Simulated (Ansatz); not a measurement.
[AlH$_{2}$···H···NH], triplet in cc-pVDZ: errors against UCCSDT(Q)

Geometry: a point of a hydrogen-transfer path between rigid fragments, not a stationary point.

```yaml
atoms:
  - { symbol: Al, position_ang: [-1.1426, 0.0225, 0.0000] }
  - { symbol: H, position_ang: [-1.9356, 1.3959, 0.0000] }
  - { symbol: H, position_ang: [-1.9356, -1.3509, 0.0000] }
  - { symbol: H, position_ang: [0.4432, 0.0225, 0.0000] }
  - { symbol: N, position_ang: [2.2654, 0.0225, 0.0000] }
  - { symbol: H, position_ang: [2.5345, -0.9817, 0.0000] }
```

Basis cc-pVDZ; Ansatz 0.2.0. Correlated methods freeze the noble-gas cores, which leaves 12 electrons in 46 orbitals. Prefix R: restricted or restricted open-shell reference; prefix U: unrestricted. Active spaces: pair = (4e, 4o) about the gap.

Full CI isn't at hand for all of this; UCCSDT(Q) serves as the reference, and is uncertain by about the last step of the cluster series. The frozen core follows each run's orbitals, which can shift R against U totals by a few meV.

For open shells CISD is restricted-active-space CI with the open shells as a complete middle space.

```
UHF ⟨S²⟩                          : 2.018
T1 diagnostic (RCCSD)             : 0.0189
largest doubles amplitude (RCCSD) : 0.029
T1 diagnostic (UCCSD)             : 0.0124
```

| level | E − E(RHF) (eV) |
| --- | --- |
| UHF | -0.2090 |
| RMP2 | -5.2917 |
| UMP2 | -5.2956 |
| RCCSD | -6.4858 |
| UCCSD | -6.4892 |
| RCCSD(T) | -6.5799 |
| UCCSD(T) | -6.5811 |

Task: Estimate how far UCCSDT(Q) in cc-pVDZ lies from RCCSD(T). The table doesn't fix it; the size of (T) and the diagnostics are the guide.

Result: UCCSDT(Q) in cc-pVDZ lies 1.03 mEh below RCCSD(T), which is 30 % of the (T) step (-3.46 mEh). The diagnostics give no warning, yet the rest is a sizeable part of (T).

The other levels:

```tsv
level	E − E(UCCSDT(Q)) (mEh)	share of correlation (%)	wall time
CISD	21.94	90.97	6.5 s
BCCD(T)	1.02	99.58	2.1 s
RCCSDT	0.22	99.91	–
UCCSDT	0.17	99.93	–
RCCSDT(Q)	0.05	99.98	63 s
CASSCF (pair space)	219.65	9.55	–
NEVPT2 (pair space)	45.54	81.25	2.2 s
```

The correlation energy at UCCSDT(Q), counted from RHF, is -6.608 eV. That run took 54 s on 1 thread of Arm Neoverse V1, shared host.

Times hold each run's SCF and search for its determinant on a shared host, so for small cases they say little of a method's own cost; they ran on 1 thread of Arm Neoverse V1.
